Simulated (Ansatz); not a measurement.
# CH5BSi: harmonic frequencies at the relaxed geometry, by script

At which frequencies does CH5BSi vibrate? A script is to give harmonic frequencies at the relaxed geometry; the system is CH5BSi.

Program: the Python package of Ansatz 0.2.0. Level of theory: CAM-B3LYP/cc-pVDZ. These are calculated values, not measurements.

## (1) The structure

Bond lengths: B1–C2 1.548 Å, B1–Si3 1.946 Å, C2–Si3 1.770 Å, B1–H4 1.177 Å, C2–H5 1.091 Å, C2–H6 1.125 Å, Si3–H7 1.457 Å, Si3–H8 1.504 Å. Angles (14 of 15 angles, heavy atoms first): B1–C2–Si3 71.5°, C2–B1–Si3 59.6°, B1–Si3–C2 49.0°, B1–C2–H5 114.2°, B1–C2–H6 114.0°, Si3–C2–H5 115.1°, Si3–C2–H6 116.1°, C2–B1–H4 146.8°, Si3–B1–H4 153.6°, B1–Si3–H7 109.0°, B1–Si3–H8 107.6°, C2–Si3–H7 119.6°, C2–Si3–H8 117.9°, H5–C2–H6 117.6°.

The script holds or builds the structure itself.

## (2) The script

The input, run_freq.py:

```python
# -*- coding: utf-8 -*-
"""Harmonic frequencies of CH5BSi at its relaxed geometry."""

import itertools

import ansatz as az
from ase import Atoms
from ase.data import atomic_numbers, covalent_radii
from ase.thermochemistry import IdealGasThermo
import numpy as np


def main():
    atoms = Atoms(["B", "C", "Si", "H", "H", "H", "H", "H"], positions=[
        [-0.8937, 0.2067, -0.5635],
        [0.1437, 0.7882, 0.4279],
        [0.581, -0.8904, 0.0761],
        [-1.8452, 0.4116, -1.2251],
        [-0.2467, 0.9646, 1.4314],
        [0.8106, 1.5763, -0.0183],
        [0.0481, -1.9631, 0.9057],
        [1.4944, -1.1511, -1.09],
    ])
    ch5bsi = az.Crystal.molecule_from_ase(atoms)

    calc = (
        ch5bsi.calculation()
        .basis(gaussian="cc-pVDZ")
        .functional("cam_b3lyp")
        .accuracy("medium")
        .scf(lower_state_search="standard")
    )
    symbols = [site.symbol for site in ch5bsi.cartesian_sites]
    start = np.array([site.position_ang for site in ch5bsi.cartesian_sites], dtype=float)
    summary = calc.relax(force_tolerance=0.003, max_steps=100).run(threads=1, pin="off").report
    end = np.array(summary["positions_ang"])

    # pairs closer than 1.2 times the sum of covalent radii, before or after
    radius = [covalent_radii[atomic_numbers[s]] for s in symbols]
    span = lambda where, i, j: np.linalg.norm(where[i] - where[j])
    bonded = [(i, j) for i, j in itertools.combinations(range(len(symbols)), 2) if min(span(start, i, j), span(end, i, j)) < 1.2 * (radius[i] + radius[j])]
    print("pair        before    after (A)")
    for i, j in bonded:
        print(f"{symbols[i]}{i}-{symbols[j]}{j}".ljust(10), f"{span(start, i, j):8.4f} {span(end, i, j):8.4f}")

    # same settings at the minimum
    minimum = az.Crystal.molecule()
    for symbol, place in zip(symbols, end):
        minimum = minimum.atom(symbol, place.tolist())
    vibrating = (
        minimum.calculation()
        .basis(gaussian="cc-pVDZ")
        .functional("cam_b3lyp")
        .accuracy("medium")
        .scf(lower_state_search="standard")
        .phonons(temperatures=(298.15, 498.15, 100))
    )
    vib = vibrating.run(threads=1, pin="off").report["vibrations"]
    sums = vib["harmonic_sums"]
    modes = [m["omega_inv_cm"] for m in sums["modes_at_gamma"] if m["rigid_motion"] == "no"]
    print("frequencies (1/cm):", " ".join(f"{w:.0f}" for w in modes))
    print("imaginary modes:", sum(w < 0 for w in modes), " zero-point energy:", round(sums["zero_point_energy_ev"], 4), "eV")
    # rigid rotor and ideal gas, symmetry number taken as one
    gas = IdealGasThermo(vib_energies=[w / 8065.544 for w in modes if w > 0], geometry="linear" if len(modes) == 3 * len(symbols) - 5 else "nonlinear",
                         atoms=Atoms(symbols, positions=end), symmetrynumber=1, spin=0.0)
    print(f"H(298 K) - E = {gas.get_enthalpy(298.15, verbose=False):.4f} eV")
    print(f"S(298 K, 1 bar) = {96485.33 * gas.get_entropy(298.15, 1e5, verbose=False):.1f} J/(mol K) with symmetry number 1")

    # all hydrogen replaced by deuterium
    heavier = vibrating.phonons(masses={"H": 2.014102}).run(threads=1, pin="off").report["vibrations"]["harmonic_sums"]
    print("deuterated (1/cm):", " ".join(f"{m['omega_inv_cm']:.0f}" for m in heavier["modes_at_gamma"] if m["rigid_motion"] == "no"))
    print("zero-point energy falls by", round(sums["zero_point_energy_ev"] - heavier["zero_point_energy_ev"], 4), "eV")


if __name__ == "__main__":
    main()
```

## (3) The run

The run is started by

```console
$ python run_freq.py
```

**Question.** What results will this script give? Wanted: highest frequency; imaginary modes; zero-point energy.

As calculated:

| quantity | value |
| --- | --- |
| runs compared | 3 |
| highest frequency | 3190 cm⁻¹ |
| imaginary modes | 0 |
| zero-point energy | 1.470 eV |

What this shows: Run 1: After 17 moves the largest shift is 0.605 Å, of atom 7 (H). All frequencies are real, so the geometry is a minimum. The values are harmonic; measured fundamentals also hold anharmonic shifts, mostly downward for stretches. Reading the output:
- The frequencies are harmonic and unscaled, in a modest basis. The result belongs to the one conformer reached from this start, and soft torsions count as harmonic oscillators.
- The entropy takes a symmetry number of 1; a symmetric molecule's is lower by R ln(sigma).
